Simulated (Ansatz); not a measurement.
Eight cases of bond dissociation energy with Al to Br (electronic energies, kJ/mol), geometries: B3LYP-D3(BJ)/def2-TZVP. Functionals by Ansatz (a program for electronic structure) in def2-TZVPD; columns hold the difference against the high level (Ansatz, AFQMC by cisd_afqmc): A = CCSD(T)/CBS(cc-pV(Q+d)Z,cc-pV(5+d)Z) + [CCSDT(Q) - CCSD(T)]/cc-pV(D+d)Z + core + X2C; B = CCSD(T)/CBS(cc-pV(T+d)Z,cc-pV(Q+d)Z) + [CCSDT(Q) - CCSD(T)]/cc-pV(D+d)Z + core + X2C; C = CCSD(T)/CBS(cc-pVQZ,cc-pV5Z) + [CCSDT(Q) - CCSD(T)]/cc-pVTZ; D = CCSD(T)/CBS(cc-pVQZ,cc-pV5Z) + [CCSDT(Q) - CCSD(T)]/cc-pVTZ + [CCSDTQ - CCSDT(Q)]/cc-pVDZ; E = CCSD(T)/CBS(cc-pVTZ,cc-pVQZ) + [CCSDT(Q) - CCSD(T)]/cc-pVTZ + [CCSDTQ - CCSDT(Q)]/cc-pVDZ. The cases were drawn at random from those of this class that have a high level and all functionals, leaving out states under which another spin lies or may lie. Left out are anions, K, Ca, elements past Kr, ionisation of Li, Na and Mg, pi-pi* triplets of linear molecules and other triplets made from a closed-shell parent. Runs that doubt their state, and full CI more than 15 mEh from coupled cluster, are set aside; a case stays where another high level and all functionals remain. AFQMC serves as high level only in triple zeta or larger, with a steady walk, a bar under 0.8 kcal/mol and agreement with other high levels or trials where they ran; where none ran, an unstable determinant or (outside 3d species) a high T1 diagnostic also bars it, so strongly correlated cases are thinned. No case was kept or dropped by the size of a functional's miss. Each difference is the functional minus the high level; affinities count positive where energy is released, gaps as the second state minus the first. Open shells are spin-unrestricted; no spin-orbit coupling. Cores are frozen in correlated methods (noble-gas shells, and filled d and f shells in the p block). Rows without X2C or -DK are non-relativistic. CBS(X,Y): correlation extrapolated as X^-3, Hartree-Fock from the larger set (Q,5: extrapolated as (X+1)exp(-9√X)). A bracket is a step between two methods taken in the basis named. Functionals run without relativity, which enters their misses. Double hybrids freeze cores in their MP2 part. 'core' is core correlation in cc-pwCVTZ (1s frozen past Ne), 'X2C' scalar relativity in cc-pVTZ-DK, both at CCSD(T). Where a partner has so few electrons that a lower coupled-cluster level is exact, that level stands in. Spin-orbit terms, left out, reach several kcal/mol for Br and I, and more for heavier atoms.

```tsv
case	level	value	PBE	B2PLYP	PBE0
GeH3F (fluorogermane, SMILES [F][GeH3]) → GeH2F (SMILES [F][GeH2], doublet) + H (doublet)	D	377.5	-24.0	-10.6	-17.0
GeH4Se (SMILES [GeH3][SeH]) → GeH3Se (SMILES [GeH3][Se], doublet) + H (doublet)	E	353.0	-10.5	-12.1	-12.7
GeH4Se (SMILES [SeH][GeH3]) → GeH3 (SMILES [GeH3], doublet) + HSe (SMILES [SeH], doublet)	D	312.5	-4.9	-14.9	-7.4
SiH2F2 (SMILES F[SiH2]F) → SiHF2 (SMILES F[SiH]F, doublet) + H (doublet)	A	425.7	-35.1	-13.5	-26.3
H3BSO (SMILES OBS) → H2BO (SMILES [BH]O, doublet) + HS (SMILES [SH], doublet)	A	465.7	-9.2	-18.7	-13.6
CHCl3 (SMILES ClC(Cl)Cl) → CCl3 (SMILES Cl[C](Cl)Cl, doublet) + H (doublet)	B	419.4	-30.7	-16.0	-26.5
C3H8S (methylsulfanylethane, SMILES CCSC) → CH3 (SMILES [CH3], doublet) + C2H5S (SMILES [CH2]SC, doublet)	B	371.5	-18.3	-20.1	-18.0
BHBr2 (dibromoborane, SMILES BrBBr) → BHBr (SMILES [BH]Br, doublet) + Br (doublet)	C	451.2	0.8	-13.2	-6.1
```

Over these rows, PBE: mean -16.5, mean absolute 16.7, median absolute 14.4, largest -35.1; B2PLYP: mean -14.9, mean absolute 14.9, median absolute 14.2, largest -20.1; PBE0: mean -15.9, mean absolute 15.9, median absolute 15.3, largest -26.5 kJ/mol. PBE lies above in 1 and below in 7 of the eight.
